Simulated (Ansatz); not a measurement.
# One arrangement of a pair

The pair of NH₃ (SMILES N, atoms 1–4) and HF (SMILES F, atoms 5–6), both closed shells, in one local arrangement (a lower one may exist), relaxed at PBE0-D4/def2-TZVP:

N1  (-0.006, 0.047, -0.526)
H2  (0.438, 0.907, -0.822)
H3  (0.484, -0.721, -0.968)
H4  (-0.955, 0.052, -0.881)
F5  (0.025, -0.185, 2.077)
H6  (0.014, -0.100, 1.121)
(Å)

Ansatz 0.2.0; basis: def2-TZVPPD, with def2-QZVPPD for the basis limit; cores frozen in the correlated methods. B3LYP uses VWN-RPA correlation. Extrapolation: Hartree–Fock as exp(−7.88 √X), correlation as X^−2.97. Interaction energies count from these two fragments, frozen as in the pair, with the counterpoise correction; negative means bound.

Q: What is the interaction energy by CCSD(T) at an estimated basis limit (MP2 extrapolated from triple and quadruple zeta, plus CCSD(T) − MP2 in triple zeta)? (To be estimated.)

A: By the calculation: -56.2 kJ/mol. Hartree–Fock alone gives -47.8 kJ/mol at the basis limit. It counts from the two fragments frozen as in the pair.

The same quantity by other methods in triple zeta, and each one's difference from that estimate:
```csv
method,E_int (kJ/mol),difference
PBE-D4,-62.9,-6.7
revPBE-D4,-57.1,-0.9
BLYP-D4,-57.8,-1.7
r2SCAN-D4,-62.3,-6.2
B97M-V,-56.9,-0.8
PBE0-D4,-63.0,-6.9
B3LYP-D4,-60.0,-3.9
HSE06-D4,-63.0,-6.8
wB97X-V,-58.8,-2.7
wB97M-V,-57.2,-1.1
B2PLYP,-56.7,-0.5
HF,-47.8,8.4
MP2,-54.2,2.0
CCSD,-51.8,4.3
CCSD(T),-53.3,2.9
```
Differences are method less estimate.

Q: Which atoms make the shortest contact between the fragments?

A: N1 and H6, 1.65 Å apart.

Energy to bend the free fragments (PBE0-D4 minima) into their shapes in the pair, CCSD(T)/def2-TZVPPD: NH₃ 0.2 kJ/mol; HF 4.4 kJ/mol. This must be added to the interaction energy to get the binding energy from relaxed fragments.

Basis-set superposition shift (counterpoise-corrected less uncorrected): CCSD(T) 3.4; MP2 3.5; HF 0.4; PBE0-D4 0.5; wB97M-V 0.6 kJ/mol.

T1 diagnostic: at most 0.011.

For scale, one of the runs: CCSD(T)/def2-TZVPPD, 145 basis functions, launched by `ansatz run in.yaml --threads 2 --pin off --events-out ev --progress --plain --max-ram 5222MiB`. Time: 7.5 s of wall clock on 2 CPU threads of an Intel Xeon Platinum 8488C; the host was shared. Peak host memory: 0.92 GiB.
